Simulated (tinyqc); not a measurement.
Worked calculation (part 1 of 2): RKS/PBE0 in the sto-3g basis, for H2F+, spin multiplicity 1. Computed by tinyqc, a small Python program that keeps every step (integrals from PySCF). Settings: charge = 1, multiplicity = 1, basis = sto-3g, energy threshold = 1e-08, iteration cap = 64, orthogonalisation = symmetric, start = Wolfsberg-Helmholz matrix, DIIS depth = 0, method = RKS, functional = pbe0, grid = [10, 26]. Command: `OMP_NUM_THREADS=1 python tinyqc.py 24721 24722 out.jsonl` (the two numbers bound the seeds that draw the settings). One thread of a shared host (Intel(R) Xeon(R) Processor @ 2.60GHz), about 0.7 s of CPU time with the checks. Later iterations appear only in the table of the cycle.

## One-electron integrals

Geometry (angstrom):
```
atom        x         y        z
F     0.00000   0.00000  0.00000
H     0.00000   0.76000  0.60600
H     0.00000  -0.76000  0.60600
```

Basis sto-3g: exponents (1/bohr^2) and contraction coefficients of normalised primitives:
```
element  l (shell)   exponent  coefficient
F            s (1)  166.67913      0.15433
F            s (1)   30.36081      0.53533
F            s (1)    8.21682      0.44463
F            s (2)    6.46480     -0.09997
F            s (2)    1.50228      0.39951
F            s (2)    0.48859      0.70012
F            p (3)    6.46480      0.15592
F            p (3)    1.50228      0.60768
F            p (3)    0.48859      0.39196
H            s (1)    3.42525      0.15433
H            s (1)    0.62391      0.53533
H            s (1)    0.16886      0.44463
```

Overlap, kinetic and nuclear-attraction integrals over the contracted functions; the nuclear repulsion is the sum of Za Zb / Rab.

nuclear repulsion = 10.1474512 hartree

overlap S, order 1F 1s, 1F 2s, 1F 2px, 1F 2py, 1F 2pz, 2H 1s, 3H 1s:
$$\begin{pmatrix}
1.00000 & 0.23799 & 0.00000 & 0.00000 & 0.00000 & 0.04339 & 0.04339 \\
0.23799 & 1.00000 & 0.00000 & 0.00000 & 0.00000 & 0.41280 & 0.41280 \\
0.00000 & 0.00000 & 1.00000 & 0.00000 & 0.00000 & 0.00000 & 0.00000 \\
0.00000 & 0.00000 & 0.00000 & 1.00000 & 0.00000 & 0.25787 & -0.25787 \\
0.00000 & 0.00000 & 0.00000 & 0.00000 & 1.00000 & 0.20562 & 0.20562 \\
0.04339 & 0.41280 & 0.00000 & 0.25787 & 0.20562 & 1.00000 & 0.24952 \\
0.04339 & 0.41280 & 0.00000 & -0.25787 & 0.20562 & 0.24952 & 1.00000
\end{pmatrix}$$

kinetic energy T (hartree), order 1F 1s, 1F 2s, 1F 2px, 1F 2py, 1F 2pz, 2H 1s, 3H 1s:
$$\begin{pmatrix}
36.98458 & -0.21286 & 0.00000 & 0.00000 & 0.00000 & -0.00334 & -0.00334 \\
-0.21286 & 1.03800 & 0.00000 & 0.00000 & 0.00000 & 0.10104 & 0.10104 \\
0.00000 & 0.00000 & 3.24801 & 0.00000 & 0.00000 & 0.00000 & 0.00000 \\
0.00000 & 0.00000 & 0.00000 & 3.24801 & 0.00000 & 0.18206 & -0.18206 \\
0.00000 & 0.00000 & 0.00000 & 0.00000 & 3.24801 & 0.14517 & 0.14517 \\
-0.00334 & 0.10104 & 0.00000 & 0.18206 & 0.14517 & 0.76003 & 0.00800 \\
-0.00334 & 0.10104 & 0.00000 & -0.18206 & 0.14517 & 0.00800 & 0.76003
\end{pmatrix}$$

nuclear attraction V (hartree), order 1F 1s, 1F 2s, 1F 2px, 1F 2py, 1F 2pz, 2H 1s, 3H 1s:
$$\begin{pmatrix}
-78.09839 & -9.43593 & 0.00000 & 0.00000 & -0.01671 & -1.76952 & -1.76952 \\
-9.43593 & -12.62443 & 0.00000 & 0.00000 & -0.20247 & -4.00454 & -4.00454 \\
0.00000 & 0.00000 & -12.46346 & 0.00000 & 0.00000 & 0.00000 & 0.00000 \\
0.00000 & 0.00000 & 0.00000 & -12.58760 & 0.00000 & -2.17293 & 2.17293 \\
-0.01671 & -0.20247 & 0.00000 & 0.00000 & -12.54239 & -1.79725 & -1.79725 \\
-1.76952 & -4.00454 & 0.00000 & -2.17293 & -1.79725 & -6.30505 & -1.74130 \\
-1.76952 & -4.00454 & 0.00000 & 2.17293 & -1.79725 & -1.74130 & -6.30505
\end{pmatrix}$$

core Hamiltonian H = T + V (hartree), order 1F 1s, 1F 2s, 1F 2px, 1F 2py, 1F 2pz, 2H 1s, 3H 1s:
$$\begin{pmatrix}
-41.11381 & -9.64879 & 0.00000 & 0.00000 & -0.01671 & -1.77286 & -1.77286 \\
-9.64879 & -11.58643 & 0.00000 & 0.00000 & -0.20247 & -3.90350 & -3.90350 \\
0.00000 & 0.00000 & -9.21545 & 0.00000 & 0.00000 & 0.00000 & 0.00000 \\
0.00000 & 0.00000 & 0.00000 & -9.33959 & 0.00000 & -1.99086 & 1.99086 \\
-0.01671 & -0.20247 & 0.00000 & 0.00000 & -9.29437 & -1.65208 & -1.65208 \\
-1.77286 & -3.90350 & 0.00000 & -1.99086 & -1.65208 & -5.54502 & -1.73330 \\
-1.77286 & -3.90350 & 0.00000 & 1.99086 & -1.65208 & -1.73330 & -5.54502
\end{pmatrix}$$

## Two-electron integrals

Functions are numbered as in S; the eight-fold symmetry (ij|kl) = (ji|kl) = (kl|ij) leaves the list below.

Two-electron integrals (ij|kl) in chemists' order, unique and non-zero (hartree):
```
(11|11) 5.40350    (21|11) 0.84192    (21|21) 0.15630    (22|11) 1.26803
(22|21) 0.29234    (22|22) 0.92617    (31|31) 0.02800    (32|31) 0.04317
(32|32) 0.20459    (33|11) 1.26450    (33|21) 0.29240    (33|22) 0.92596
(33|33) 0.99751    (41|41) 0.02800    (42|41) 0.04317    (42|42) 0.20459
(43|43) 0.05377    (44|11) 1.26450    (44|21) 0.29240    (44|22) 0.92596
(44|33) 0.88997    (44|44) 0.99751    (51|51) 0.02800    (52|51) 0.04317
(52|52) 0.20459    (53|53) 0.05377    (54|54) 0.05377    (55|11) 1.26450
(55|21) 0.29240    (55|22) 0.92596    (55|33) 0.88997    (55|44) 0.88997
(55|55) 0.99751    (61|11) 0.15591    (61|21) 0.02869    (61|22) 0.05329
(61|33) 0.05321    (61|41) 0.00092    (61|42) 0.00172    (61|44) 0.05336
(61|51) 0.00073    (61|52) 0.00137    (61|54) 0.00012    (61|55) 0.05330
(61|61) 0.00532    (62|11) 0.38314    (62|21) 0.08947    (62|22) 0.31489
(62|33) 0.31036    (62|41) 0.00476    (62|42) 0.03666    (62|44) 0.31848
(62|51) 0.00379    (62|52) 0.02923    (62|54) 0.00647    (62|55) 0.31552
(62|61) 0.01665    (62|62) 0.13026    (63|31) 0.00951    (63|32) 0.05580
(63|43) 0.00778    (63|53) 0.00620    (63|63) 0.01960    (64|11) 0.19989
(64|21) 0.04729    (64|22) 0.17820    (64|33) 0.17051    (64|41) 0.01171
(64|42) 0.07556    (64|44) 0.19054    (64|51) 0.00176    (64|52) 0.01576
(64|54) 0.00977    (64|55) 0.17336    (64|61) 0.00918    (64|62) 0.09035
(64|64) 0.08180    (65|11) 0.15939    (65|21) 0.03771    (65|22) 0.14209
(65|33) 0.13596    (65|41) 0.00176    (65|42) 0.01576    (65|44) 0.13953
(65|51) 0.01091    (65|52) 0.06836    (65|54) 0.01062    (65|55) 0.15063
(65|61) 0.00732    (65|62) 0.07204    (65|64) 0.04960    (65|65) 0.05915
(66|11) 0.52519    (66|21) 0.12466    (66|22) 0.50511    (66|33) 0.48753
(66|41) 0.00859    (66|42) 0.09245    (66|44) 0.51941    (66|51) 0.00685
(66|52) 0.07372    (66|54) 0.02542    (66|55) 0.50780    (66|61) 0.02336
(66|62) 0.26386    (66|64) 0.21260    (66|65) 0.16952    (66|66) 0.77461
(71|11) 0.15591    (71|21) 0.02869    (71|22) 0.05329    (71|33) 0.05321
(71|41) -0.00092   (71|42) -0.00172   (71|44) 0.05336    (71|51) 0.00073
(71|52) 0.00137    (71|54) -0.00012   (71|55) 0.05330    (71|61) 0.00526
(71|62) 0.01623    (71|64) 0.00820    (71|65) 0.00714    (71|66) 0.02258
(71|71) 0.00532    (72|11) 0.38314    (72|21) 0.08947    (72|22) 0.31489
(72|33) 0.31036    (72|41) -0.00476   (72|42) -0.03666   (72|44) 0.31848
(72|51) 0.00379    (72|52) 0.02923    (72|54) -0.00647   (72|55) 0.31552
(72|61) 0.01623    (72|62) 0.10910    (72|64) 0.05162    (72|65) 0.05870
(72|66) 0.18414    (72|71) 0.01665    (72|72) 0.13026    (73|31) 0.00951
(73|32) 0.05580    (73|43) -0.00778   (73|53) 0.00620    (73|63) 0.01597
(73|73) 0.01960    (74|11) -0.19989   (74|21) -0.04729   (74|22) -0.17820
(74|33) -0.17051   (74|41) 0.01171    (74|42) 0.07556    (74|44) -0.19054
(74|51) -0.00176   (74|52) -0.01576   (74|54) 0.00977    (74|55) -0.17336
(74|61) -0.00820   (74|62) -0.05162   (74|64) -0.00874   (74|65) -0.02715
(74|66) -0.07673   (74|71) -0.00918   (74|72) -0.09035   (74|74) 0.08180
(75|11) 0.15939    (75|21) 0.03771    (75|22) 0.14209    (75|33) 0.13596
(75|41) -0.00176   (75|42) -0.01576   (75|44) 0.13953    (75|51) 0.01091
(75|52) 0.06836    (75|54) -0.01062   (75|55) 0.15063    (75|61) 0.00714
(75|62) 0.05870    (75|64) 0.02715    (75|65) 0.04717    (75|66) 0.11004
(75|71) 0.00732    (75|72) 0.07204    (75|74) -0.04960   (75|75) 0.05915
(76|11) 0.15724    (76|21) 0.03711    (76|22) 0.14354    (76|33) 0.14060
(76|44) 0.14300    (76|51) 0.00245    (76|52) 0.02314    (76|55) 0.14686
(76|61) 0.00685    (76|62) 0.06056    (76|64) 0.03644    (76|65) 0.03820
(76|66) 0.13303    (76|71) 0.00685    (76|72) 0.06056    (76|74) -0.03644
(76|75) 0.03820    (76|76) 0.03518    (77|11) 0.52519    (77|21) 0.12466
(77|22) 0.50511    (77|33) 0.48753    (77|41) -0.00859   (77|42) -0.09245
(77|44) 0.51941    (77|51) 0.00685    (77|52) 0.07372    (77|54) -0.02542
(77|55) 0.50780    (77|61) 0.02258    (77|62) 0.18414    (77|64) 0.07673
(77|65) 0.11004    (77|66) 0.34170    (77|71) 0.02336    (77|72) 0.26386
(77|74) -0.21260   (77|75) 0.16952    (77|76) 0.13303    (77|77) 0.77461
```

## Orthogonalisation

S = U s U^T; symmetric (Loewdin) form X = U s^(-1/2) U^T, so that X^T S X = 1.

eigenvalues of S: [0.43092, 0.48980, 0.89326, 1.00000, 1.09495, 1.26068, 1.83038]

X, order 1F 1s, 1F 2s, 1F 2px, 1F 2py, 1F 2pz, 2H 1s, 3H 1s:
$$\begin{pmatrix}
1.02393 & -0.13835 & 0.00000 & 0.00000 & -0.00725 & 0.01857 & 0.01857 \\
-0.13835 & 1.17237 & 0.00000 & 0.00000 & 0.07318 & -0.23048 & -0.23048 \\
0.00000 & 0.00000 & 1.00000 & 0.00000 & 0.00000 & 0.00000 & 0.00000 \\
0.00000 & 0.00000 & 0.00000 & 1.07264 & 0.00000 & -0.18005 & 0.18005 \\
-0.00725 & 0.07318 & 0.00000 & 0.00000 & 1.03566 & -0.11271 & -0.11271 \\
0.01857 & -0.23048 & 0.00000 & -0.18005 & -0.11271 & 1.14556 & -0.10129 \\
0.01857 & -0.23048 & 0.00000 & 0.18005 & -0.11271 & -0.10129 & 1.14556
\end{pmatrix}$$

## Starting guess

The start is the generalised Wolfsberg-Helmholz matrix (K = 1.75) built on H; D = 2 C_occ C_occ^T.

D at the start, order 1F 1s, 1F 2s, 1F 2px, 1F 2py, 1F 2pz, 2H 1s, 3H 1s:
$$\begin{pmatrix}
2.06834 & -0.28026 & 0.00000 & 0.00000 & 0.09343 & -0.13228 & -0.13228 \\
-0.28026 & 1.26070 & 0.00000 & 0.00000 & -0.33992 & 0.34607 & 0.34607 \\
0.00000 & 0.00000 & 2.00000 & 0.00000 & 0.00000 & 0.00000 & 0.00000 \\
0.00000 & 0.00000 & 0.00000 & 1.56558 & 0.00000 & 0.32374 & -0.32374 \\
0.09343 & -0.33992 & 0.00000 & 0.00000 & 1.86882 & 0.10781 & 0.10781 \\
-0.13228 & 0.34607 & 0.00000 & 0.32374 & 0.10781 & 0.18635 & 0.05246 \\
-0.13228 & 0.34607 & 0.00000 & -0.32374 & 0.10781 & 0.05246 & 0.18635
\end{pmatrix}$$

## Iteration 1: exchange-correlation on the grid

Becke grid with 10 radial and 26 angular points per atom, points of zero weight dropped. rho = sum D_ij phi_i phi_j; V_xc,ij = sum w v_xc phi_i phi_j plus the gradient terms; v_xc is d(rho eps)/d rho at fixed gradient. Exact exchange is left to K.

The 8 grid points with the largest w rho, of 776 (bohr, atomic units):
```
x               y         z        w      rho  |grad rho|^2    eps_xc      v_xc
0.00000   0.00000  -1.19069  0.54324  0.31024       1.20327  -0.44917  -0.52907
1.19069   0.00000   0.00000  0.54194  0.29235       1.04158  -0.44113  -0.51929
-1.19069  0.00000   0.00000  0.54194  0.29235       1.04158  -0.44113  -0.51929
0.00000   0.00000  -0.66324  0.11167  1.34665       7.53532  -0.68419  -0.89437
0.66324   0.00000   0.00000  0.11165  1.24563       6.65421  -0.66790  -0.87228
-0.66324  0.00000   0.00000  0.11165  1.24563       6.65421  -0.66790  -0.87228
0.84195   0.00000  -0.84195  0.43459  0.30690       1.17368  -0.44772  -0.52722
-0.84195  0.00000  -0.84195  0.43459  0.30690       1.17368  -0.44772  -0.52722
```

electrons on the grid, sum of w rho = 9.95163

E_xc = sum of w rho eps_xc = -7.9998658 hartree

V_xc (hartree), order 1F 1s, 1F 2s, 1F 2px, 1F 2py, 1F 2pz, 2H 1s, 3H 1s:
$$\begin{pmatrix}
-2.53094 & -0.35471 & 0.00000 & 0.00000 & 0.00182 & -0.06637 & -0.06637 \\
-0.35471 & -0.70456 & 0.00000 & 0.00000 & 0.00490 & -0.22376 & -0.22376 \\
0.00000 & 0.00000 & -0.69668 & 0.00000 & 0.00000 & 0.00000 & 0.00000 \\
0.00000 & 0.00000 & 0.00000 & -0.69087 & 0.00000 & -0.12283 & 0.12283 \\
0.00182 & 0.00490 & 0.00000 & 0.00000 & -0.69884 & -0.09916 & -0.09916 \\
-0.06637 & -0.22376 & 0.00000 & -0.12283 & -0.09916 & -0.31981 & -0.08993 \\
-0.06637 & -0.22376 & 0.00000 & 0.12283 & -0.09916 & -0.08993 & -0.31981
\end{pmatrix}$$

## Iteration 1: building the Kohn-Sham matrix

J_ij = sum D_kl (ij|kl), K_ij = sum D_kl (ik|jl); F = H + J - 0.125 K + V_xc; E = tr D H + tr D J / 2 - 0.0625 tr D K + E_xc + E_nn.

Coulomb J (hartree), order 1F 1s, 1F 2s, 1F 2px, 1F 2py, 1F 2pz, 2H 1s, 3H 1s:
$$\begin{pmatrix}
20.16249 & 3.84789 & 0.00000 & 0.00000 & -0.00946 & 0.70594 & 0.70594 \\
3.84789 & 9.56156 & 0.00000 & 0.00000 & -0.01149 & 3.19604 & 3.19604 \\
0.00000 & 0.00000 & 9.54779 & 0.00000 & 0.00000 & 0.00000 & 0.00000 \\
0.00000 & 0.00000 & 0.00000 & 9.55184 & 0.00000 & 1.79110 & -1.79110 \\
-0.00946 & -0.01149 & 0.00000 & 0.00000 & 9.55900 & 1.43050 & 1.43050 \\
0.70594 & 3.19604 & 0.00000 & 1.79110 & 1.43050 & 5.10909 & 1.44677 \\
0.70594 & 3.19604 & 0.00000 & -1.79110 & 1.43050 & 1.44677 & 5.10909
\end{pmatrix}$$

exchange K (hartree), order 1F 1s, 1F 2s, 1F 2px, 1F 2py, 1F 2pz, 2H 1s, 3H 1s:
$$\begin{pmatrix}
11.01482 & 1.94842 & 0.00000 & 0.00000 & 0.00992 & 0.36696 & 0.36696 \\
1.94842 & 2.94748 & 0.00000 & 0.00000 & -0.11516 & 1.14123 & 1.14123 \\
0.00000 & 0.00000 & 2.56526 & 0.00000 & 0.00000 & 0.00000 & 0.00000 \\
0.00000 & 0.00000 & 0.00000 & 2.44028 & 0.00000 & 0.60382 & -0.60382 \\
0.00992 & -0.11516 & 0.00000 & 0.00000 & 2.54210 & 0.44129 & 0.44129 \\
0.36696 & 1.14123 & 0.00000 & 0.60382 & 0.44129 & 0.93634 & 0.44398 \\
0.36696 & 1.14123 & 0.00000 & -0.60382 & 0.44129 & 0.44398 & 0.93634
\end{pmatrix}$$

Kohn-Sham matrix F (hartree), order 1F 1s, 1F 2s, 1F 2px, 1F 2py, 1F 2pz, 2H 1s, 3H 1s:
$$\begin{pmatrix}
-24.85911 & -6.39916 & 0.00000 & 0.00000 & -0.02559 & -1.17916 & -1.17916 \\
-6.39916 & -3.09787 & 0.00000 & 0.00000 & -0.19466 & -1.07387 & -1.07387 \\
0.00000 & 0.00000 & -0.68499 & 0.00000 & 0.00000 & 0.00000 & 0.00000 \\
0.00000 & 0.00000 & 0.00000 & -0.78364 & 0.00000 & -0.39807 & 0.39807 \\
-0.02559 & -0.19466 & 0.00000 & 0.00000 & -0.75197 & -0.37590 & -0.37590 \\
-1.17916 & -1.07387 & 0.00000 & -0.39807 & -0.37590 & -0.87279 & -0.43196 \\
-1.17916 & -1.07387 & 0.00000 & 0.39807 & -0.37590 & -0.43196 & -0.87279
\end{pmatrix}$$

total energy of this density = -98.7204698 hartree

## Iteration 1: diagonalisation and new density

Diagonalise F' = X^T F X, C = X C', fill 5 alpha and 5 beta electrons from the bottom; D = 2 C_occ C_occ^T. Each column has its largest component positive (the first on a tie).

F' = X^T F X (hartree):
$$\begin{pmatrix}
-24.38858 & -3.32183 & 0.00000 & 0.00000 & -0.03707 & -0.16394 & -0.16394 \\
-3.32183 & -1.79775 & 0.00000 & 0.00000 & -0.06506 & -0.39022 & -0.39022 \\
0.00000 & 0.00000 & -0.68499 & 0.00000 & 0.00000 & 0.00000 & 0.00000 \\
0.00000 & 0.00000 & 0.00000 & -0.62269 & 0.00000 & -0.30789 & 0.30789 \\
-0.03707 & -0.06506 & 0.00000 & 0.00000 & -0.67283 & -0.21497 & -0.21497 \\
-0.16394 & -0.39022 & 0.00000 & -0.30789 & -0.21497 & -0.47898 & -0.10030 \\
-0.16394 & -0.39022 & 0.00000 & 0.30789 & -0.21497 & -0.10030 & -0.47898
\end{pmatrix}$$

orbital energies (hartree): MO1 -24.87092, MO2 -1.62138, MO3 -0.95288, MO4 -0.76092, MO5 -0.68499, MO6 -0.18522, MO7 -0.04849

coefficients C, order 1F 1s, 1F 2s, 1F 2px, 1F 2py, 1F 2pz, 2H 1s, 3H 1s:
$$\begin{pmatrix}
0.99391 & -0.23708 & 0.00000 & 0.10712 & 0.00000 & 0.11299 & 0.00000 \\
0.02649 & 0.86619 & 0.00000 & -0.50484 & 0.00000 & -0.70665 & 0.00000 \\
0.00000 & 0.00000 & 0.00000 & 0.00000 & 1.00000 & 0.00000 & 0.00000 \\
0.00000 & 0.00000 & 0.70083 & 0.00000 & 0.00000 & 0.00000 & 0.85101 \\
0.00338 & 0.19998 & 0.00000 & 0.81059 & 0.00000 & -0.63745 & 0.00000 \\
-0.00538 & 0.13319 & 0.38926 & 0.23420 & 0.00000 & 0.73403 & -0.81130 \\
-0.00538 & 0.13319 & -0.38926 & 0.23420 & 0.00000 & 0.73403 & 0.81130
\end{pmatrix}$$

D after iteration 1, order 1F 1s, 1F 2s, 1F 2px, 1F 2py, 1F 2pz, 2H 1s, 3H 1s:
$$\begin{pmatrix}
2.11108 & -0.46621 & 0.00000 & 0.00000 & 0.08557 & -0.02367 & -0.02367 \\
-0.46621 & 2.01169 & 0.00000 & 0.00000 & -0.47181 & -0.00601 & -0.00601 \\
0.00000 & 0.00000 & 2.00000 & 0.00000 & 0.00000 & 0.00000 & 0.00000 \\
0.00000 & 0.00000 & 0.00000 & 0.98234 & 0.00000 & 0.54561 & -0.54561 \\
0.08557 & -0.47181 & 0.00000 & 0.00000 & 1.39413 & 0.43293 & 0.43293 \\
-0.02367 & -0.00601 & 0.00000 & 0.54561 & 0.43293 & 0.44829 & -0.15780 \\
-0.02367 & -0.00601 & 0.00000 & -0.54561 & 0.43293 & -0.15780 & 0.44829
\end{pmatrix}$$

## Iteration 2: exchange-correlation on the grid

As before.

The 8 grid points with the largest w rho, of 776 (bohr, atomic units):
```
x               y         z        w      rho  |grad rho|^2    eps_xc      v_xc
-1.19069  0.00000   0.00000  0.54194  0.30655       1.17472  -0.44765  -0.52688
1.19069   0.00000   0.00000  0.54194  0.30655       1.17472  -0.44765  -0.52688
0.00000   0.00000  -1.19069  0.54324  0.28177       1.01419  -0.43770  -0.51080
-0.66324  0.00000   0.00000  0.11165  1.33176       7.40499  -0.68185  -0.89118
0.66324   0.00000   0.00000  0.11165  1.33176       7.40499  -0.68185  -0.89118
0.00000   0.00000  -0.66324  0.11167  1.24978       6.05170  -0.66849  -0.87405
0.84195   0.00000  -0.84195  0.43459  0.30132       1.15934  -0.44600  -0.52288
-0.84195  0.00000  -0.84195  0.43459  0.30132       1.15934  -0.44600  -0.52288
```

electrons on the grid, sum of w rho = 9.95395

E_xc = sum of w rho eps_xc = -7.8695724 hartree

V_xc (hartree), order 1F 1s, 1F 2s, 1F 2px, 1F 2py, 1F 2pz, 2H 1s, 3H 1s:
$$\begin{pmatrix}
-2.53285 & -0.35058 & 0.00000 & 0.00000 & 0.00250 & -0.06561 & -0.06561 \\
-0.35058 & -0.69182 & 0.00000 & 0.00000 & 0.00396 & -0.22420 & -0.22420 \\
0.00000 & 0.00000 & -0.69397 & 0.00000 & 0.00000 & 0.00000 & 0.00000 \\
0.00000 & 0.00000 & 0.00000 & -0.67076 & 0.00000 & -0.12501 & 0.12501 \\
0.00250 & 0.00396 & 0.00000 & 0.00000 & -0.68290 & -0.10235 & -0.10235 \\
-0.06561 & -0.22420 & 0.00000 & -0.12501 & -0.10235 & -0.35174 & -0.09351 \\
-0.06561 & -0.22420 & 0.00000 & 0.12501 & -0.10235 & -0.09351 & -0.35174
\end{pmatrix}$$

## Iteration 2: building the Kohn-Sham matrix

As before.

Coulomb J (hartree), order 1F 1s, 1F 2s, 1F 2px, 1F 2py, 1F 2pz, 2H 1s, 3H 1s:
$$\begin{pmatrix}
19.81670 & 3.76312 & 0.00000 & 0.00000 & -0.00801 & 0.69057 & 0.69057 \\
3.76312 & 9.34986 & 0.00000 & 0.00000 & 0.02507 & 3.15081 & 3.15081 \\
0.00000 & 0.00000 & 9.35739 & 0.00000 & 0.00000 & 0.00000 & 0.00000 \\
0.00000 & 0.00000 & 0.00000 & 9.32547 & 0.00000 & 1.77263 & -1.77263 \\
-0.00801 & 0.02507 & 0.00000 & 0.00000 & 9.33993 & 1.43034 & 1.43034 \\
0.69057 & 3.15081 & 0.00000 & 1.77263 & 1.43034 & 5.14210 & 1.44284 \\
0.69057 & 3.15081 & 0.00000 & -1.77263 & 1.43034 & 1.44284 & 5.14210
\end{pmatrix}$$

exchange K (hartree), order 1F 1s, 1F 2s, 1F 2px, 1F 2py, 1F 2pz, 2H 1s, 3H 1s:
$$\begin{pmatrix}
11.05012 & 1.89049 & 0.00000 & 0.00000 & 0.00618 & 0.36380 & 0.36380 \\
1.89049 & 3.01285 & 0.00000 & 0.00000 & -0.10600 & 1.09808 & 1.09808 \\
0.00000 & 0.00000 & 2.59122 & 0.00000 & 0.00000 & 0.00000 & 0.00000 \\
0.00000 & 0.00000 & 0.00000 & 2.09877 & 0.00000 & 0.63970 & -0.63970 \\
0.00618 & -0.10600 & 0.00000 & 0.00000 & 2.30095 & 0.53768 & 0.53768 \\
0.36380 & 1.09808 & 0.00000 & 0.63970 & 0.53768 & 1.08081 & 0.39025 \\
0.36380 & 1.09808 & 0.00000 & -0.63970 & 0.53768 & 0.39025 & 1.08081
\end{pmatrix}$$

Kohn-Sham matrix F (hartree), order 1F 1s, 1F 2s, 1F 2px, 1F 2py, 1F 2pz, 2H 1s, 3H 1s:
$$\begin{pmatrix}
-25.21123 & -6.47256 & 0.00000 & 0.00000 & -0.02299 & -1.19338 & -1.19338 \\
-6.47256 & -3.30500 & 0.00000 & 0.00000 & -0.16019 & -1.11415 & -1.11415 \\
0.00000 & 0.00000 & -0.87593 & 0.00000 & 0.00000 & 0.00000 & 0.00000 \\
0.00000 & 0.00000 & 0.00000 & -0.94721 & 0.00000 & -0.42320 & 0.42320 \\
-0.02299 & -0.16019 & 0.00000 & 0.00000 & -0.92496 & -0.39130 & -0.39130 \\
-1.19338 & -1.11415 & 0.00000 & -0.42320 & -0.39130 & -0.88976 & -0.43275 \\
-1.19338 & -1.11415 & 0.00000 & 0.42320 & -0.39130 & -0.43275 & -0.88976
\end{pmatrix}$$

total energy of this density = -98.9696961 hartree
